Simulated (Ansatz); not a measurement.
## Trigonal Se: properties by level of theory

Reference values: lattice constant a 4.365 Å (measured, 293 K, not corrected to a static lattice; as tabulated in Wikipedia's data pages); lattice parameter c 4.958 Å (measured, 293 K, not corrected to a static lattice; as tabulated in Wikipedia's data pages).

```tsv
level (code)	lattice parameter a (Å)	c axis length (Å)
PBEsol (Ansatz)	?	?
PBE-D4 (Ansatz)	?	5.131
r²SCAN-D4 (Ansatz)	4.356	5.017
r²SCAN+rVV10 (Ansatz)	4.295	5.038
r²SCANh (Ansatz)	?	?
```

Question: Some entries are withheld; supply them.

Answer: 
- PBEsol (Ansatz, an electronic-structure program), lattice parameter a (Å): 4.038
- PBEsol (Ansatz), c axis length (Å): 5.121
- PBE-D4 (Ansatz), lattice parameter a (Å): 4.059
- r²SCANh (Ansatz), lattice parameter a (Å): 4.586
- r²SCANh (Ansatz), c axis length (Å): 4.936

Differences from the reference values (errors of the level alone only where the reference is corrected to a static lattice):

| level | lattice constant a (%) | lattice parameter c (%) |
|---|---|---|
| PBEsol | -7.49 | +3.29 |
| PBE-D4 | -7.01 | +3.49 |
| r²SCAN-D4 | -0.21 | +1.19 |
| r²SCAN+rVV10 | -1.60 | +1.61 |
| r²SCANh | +5.06 | -0.44 |

Nearest: lattice constant a, not ranked (reference at room or unstated temperature); lattice parameter c, not ranked (reference at room or unstated temperature).

Caveats: the cell comes from a level without a dispersion term, which matters for the spacing of layers, chains or molecules (PBEsol, r²SCANh). Ansatz's density-functional and Hartree–Fock values are scalar-relativistic unless marked +SOC, with PAW data made under PBE.

Differences are worked out from the printed values.

Static lattice: no zero-point or thermal effects.
